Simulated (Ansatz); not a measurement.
Two structures of CH$_{7}$NSi, singlet, reached by relaxing down either side of one saddle point (PBE0-D4/def2-TZVP). Energies are electronic, without zero-point energy. Computed with Ansatz 0.2.0 (basis: def2-TZVPP and def2-QZVPP); correlated methods freeze the cores. Extrapolation: Hartree–Fock as exp(−7.88 √X), correlation as X^−2.97. First:

```
10
angstrom
Si -0.4516 0.1444 0.4748
N 0.7418 1.3879 0.4199
C 0.0014 -1.2081 -0.7258
H 0.9794 -1.6305 -0.4863
H -1.8413 0.5979 0.1529
H -0.4691 -0.3498 1.8788
H 0.9369 1.8550 -0.4516
H 0.8062 2.0379 1.1870
H -0.7404 -2.0104 -0.7002
H 0.0370 -0.8244 -1.7492
```

Second:

| atom | x (Å) | y (Å) | z (Å) |
| --- | --- | --- | --- |
| Si1 | -0.7866 | -0.1254 | 0.2191 |
| N2 | 0.9100 | 1.1103 | 0.2780 |
| C3 | -0.4846 | -1.5528 | -0.6771 |
| H4 | 1.5708 | 0.5692 | -0.2747 |
| H5 | -1.6202 | 0.9691 | -0.3499 |
| H6 | -0.8679 | -0.1615 | 1.7053 |
| H7 | 0.7826 | 2.0188 | -0.1596 |
| H8 | 1.2954 | 1.2462 | 1.2086 |
| H9 | -0.1191 | -2.4591 | -0.2086 |
| H10 | -0.6803 | -1.6151 | -1.7411 |

Task: Which bonds change from the first to the second?

Result: CH₇NSi ([CH3][SiH2][NH2]) → CH₄Si ([CH2][SiH2]) + NH₃ (still joined by a long Si–N bond); bonds formed: N2–H4; bonds broken: C3–H4; bonds weakened to dative contacts: Si1–N2.

Task: Give the saddle point's structure and its height above each. (To be estimated.)

Result: By the calculation: 66.02 kcal/mol above the first and 10.57 kcal/mol above the second (CCSD(T) at an estimated basis limit (MP2 extrapolated from triple and quadruple zeta, plus CCSD(T) − MP2 in triple zeta)).
```
10
angstrom
Si -0.8106 0.0338 0.3171
N 0.8218 0.9988 0.2487
C -0.0928 -1.2664 -0.6643
H 1.0141 -0.0000 -0.3716
H -1.7827 1.0086 -0.2497
H -1.0349 -0.1144 1.7813
H 0.8605 1.8601 -0.2873
H 1.3696 1.0971 1.0977
H 0.1011 -2.2249 -0.1851
H -0.4461 -1.3927 -1.6867
```

No T1 diagnostic of these runs exceeds 0.013. The end structure is not quite a true minimum (one mode of 90i cm⁻¹).

Labels in which every atom is bracketed show which atoms are joined, not bond orders.

For scale, one of the runs: CCSD(T)/def2-TZVPP, 202 basis functions, launched by `ansatz run in.yaml --threads 2 --pin off --events-out ev --progress --plain --max-ram 4352MiB`. Hardware: 2 CPU threads of an Arm Neoverse V2, shared host. Wall time 46 s; peak host memory 2.5 GiB.
